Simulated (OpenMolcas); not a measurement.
# F₂⁻: electronic states by CASSCF, CASPT2 and spin–orbit RASSI

Aim: the low electronic states of F₂⁻, first without spin–orbit coupling and then as Ω levels, at one distance and along the bond.

Method: SA-CASSCF(11,6), XMS-CASPT2, RASSI; ANO-RCC-VTZP; program: OpenMolcas 26.06.

All values are calculated.

## 1. The job

C2 symmetry about the axis (a holds Σ, Δ, Γ; b holds Π, Φ, H; Σ⁺ and Σ⁻ are not told apart); roots by multiplicity and irrep: 2a 2.

Active shells: F 2p, F 2p.

m.inp

```
&GATEWAY
Coord
2
angstrom
F 0.0 0.0 0.0
F 0.0 0.0 1.7280
Basis=ANO-RCC-VTZP
Group=XY
RX2C
AMFI
ANGMom
0.0 0.0 0.0
RICD
&SEWARD
&GUESSORB
&RASSCF
FileOrb=$CurrDir/o21.orb
Symmetry=1
Spin=2
nActEl=11 0 0
Inactive=4 0
RAS2=2 4
CIRoot=2 2 1
Linear
Iterations=120 100
OrbListing=Nothing
PRWF=0.15
>>COPY $Project.RasOrb $CurrDir/o21.orb
>>COPY $Project.rasscf.h5 $CurrDir/r21.h5
&CASPT2
XMultistate=all
Imaginary=0.2
IPEA=0.25
MaxIter=40
>>COPY $Project.JobMix JOB001
&RASSI
Nr of JobIphs=1 2
1 2
SpinOrbit
EJob
Omega
MEES
MESO
Properties=4
'AngMom' 3 'Mltpl  1' 1 'Mltpl  1' 2 'Mltpl  1' 3
Thrs=1.0d-4
>>COPY $Project.rassi.h5 $CurrDir/so.h5
```

Each module block was a call of its own in one work directory; start orbitals came from a preliminary run.

On the command line:

```console
pymolcas m.inp
```

## 2. The spin-free blocks

After this run come: From Λ–S states to Ω levels.

Before running it: what results should come out? Wanted: lowest spin-free state; next spin-free state; lowest level; next level; lowering by spin–orbit coupling.

The runs gave:

| quantity | value |
| --- | --- |
| lowest spin-free state | (1)2Σ |
| next spin-free state | (2)2Σ, 5.309 eV |
| lowest level | Ω = 1/2, 100 % (1)2Σ |
| next level | Ω = 1/2, 42817 cm⁻¹ |
| lowering by spin–orbit coupling | 0 cm⁻¹ |

What this shows: At 1.728 Å the lowest computed level has Ω = 1/2 and is 100 % (1)2Σ. For an anion a finite basis holds the extra electron even where it would leave, so these states may be resonances, unbound against the neutral molecule. g and u states are not told apart. Only the spin multiplicities and numbers of roots in the input were computed, so the list of states is not complete and the lowest one found need not be the ground state; labels number the states computed.
